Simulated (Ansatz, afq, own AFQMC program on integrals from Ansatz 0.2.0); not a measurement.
**Breaking N3–H7 in SiN2H4, singlet**

```
atom    x (Å)    y (Å)    z (Å)
   N  -1.2262   0.3197  -0.3557
  Si  -0.1815  -1.0549  -0.4306
   N   1.2324  -0.4011   0.3175
   H  -2.1686   0.2666  -0.7243
   H  -1.0257   1.2390   0.0278
   H   1.3698   0.5355   0.6870
   H   2.0611  -0.9728   0.4326
```

Products: SiN2H3 (doublet; NH2–Si–NH) and H (doublet), each relaxed with PBE0/def2-SVP like the molecule; electronic energies without zero-point terms. Determinants: RHF, UHF and UHF in that order.

Basis def2-TZVP. Only valence electrons are correlated. AFQMC by an in-house program on the Cholesky factors that Ansatz 0.2.0 writes for its CCSD(T) run. ph-AFQMC/CISD is guided by a CISD state made of CCSD amplitudes; releasing the constraint for a short imaginary time cuts its bias at the price of noise, slowly where states lie close. Error bars are statistical, one sigma. The errors of all members are added in quadrature.

No full CI on the walks' own integrals is used here. The released AFQMC energy serves as the reference, which it does only where one determinant dominates, the energy is flat over the last release times and near the phaseless one (40 meV or 2 meV an electron, half that with transition metals). On small molecules, where full CI could be run and the noise was under 10 meV, such values lay within 10 meV of it in 19 cases of 20, a flattering rate, since the rule was set on those same cases; what remains of the bias isn't in the error bar. Each member takes its own surest rung, up to full CI.

The best estimate is CCSD(T) at the basis-set limit (CBS: def2-TZVPP and def2-QZVPP, with their diffuse functions for anions and beside diffuse sets, CCSD(T) itself extrapolated) plus the step from CCSD(T) to AFQMC with the constraint released in def2-TZVP. Rows without CBS are in def2-TZVP; B2PLYP and the wave-function rows carry a basis error of their own. Core correlation and relativity beyond core potentials are missing, and ± holds the sampling alone.

Cautions: SiN₂H₄ (singlet): the released value is read at 1.50 1/Eh with a noise of 15 meV, more than in the cases checked (meV from the phaseless value at times in 1/Eh: -5 ± 9 at 0.24, 0 ± 9 at 0.51, -23 ± 14 at 0.99, -10 ± 15 at 1.50); SiN₂H₃ (doublet): unrestricted determinant slightly spin contaminated (⟨S²⟩ 0.83 against 0.75), the released value is read at 0.99 1/Eh with a noise of 14 meV, more than in the cases checked, later times being too noisy (meV from the phaseless value at times in 1/Eh: -18 ± 12 at 0.24, -23 ± 11 at 0.51, -30 ± 14 at 0.99, -48 ± 19 at 1.50).

Best estimate: 4.667 ± 0.021 eV.

```csv
level,bond energy (eV),error against the best estimate (eV)
HF,3.952,-0.715 ± 0.021
MP2,4.679,0.013 ± 0.021
CCSD,4.590,-0.077 ± 0.021
CCSD(T),4.536,-0.131 ± 0.021
ph-AFQMC/CISD,4.552 ± 0.012,-0.115 ± 0.024
released AFQMC,4.532 ± 0.021,-0.135
HF/CBS,3.962,-0.704 ± 0.021
MP2/CBS,4.852,0.185 ± 0.021
CCSD(T)/CBS,4.671,0.004 ± 0.021
PBE,4.313,-0.354 ± 0.021
r2SCAN,4.323,-0.344 ± 0.021
PBE0,4.471,-0.196 ± 0.021
B3LYP,4.500,-0.167 ± 0.021
wB97M-V,4.742,0.075 ± 0.021
B2PLYP,4.494,-0.172 ± 0.021
```

Correlation beyond CCSD(T) changes it by less than twice the noise. Going to the basis-set limit adds 0.135 eV at CCSD(T). The perturbative (T) step is worth −0.054 eV. The functionals spread over 0.430 eV; wB97M-V comes nearest and PBE is 0.354 eV too low.

Best estimates are given only where the step beyond CCSD(T) is under 0.3 eV and no member's determinant is very poor (T1 over 0.05, or 0.07 for open shells, ⟨S²⟩ too high by 0.3, two states mixed), so the hardest cases are missing from such tables.

The functionals ran in a triple-zeta set and keep a basis error of their own, a few kJ/mol for each bond in atomization energies and more for double hybrids, so close places among them and the extrapolated levels can swap.

Each member of a difference takes its own highest rung, so a best estimate needn't equal the limit plus the step of one row. Released energies are given only where the last usable release times agree within the noise; a slower fall can still hide under it.
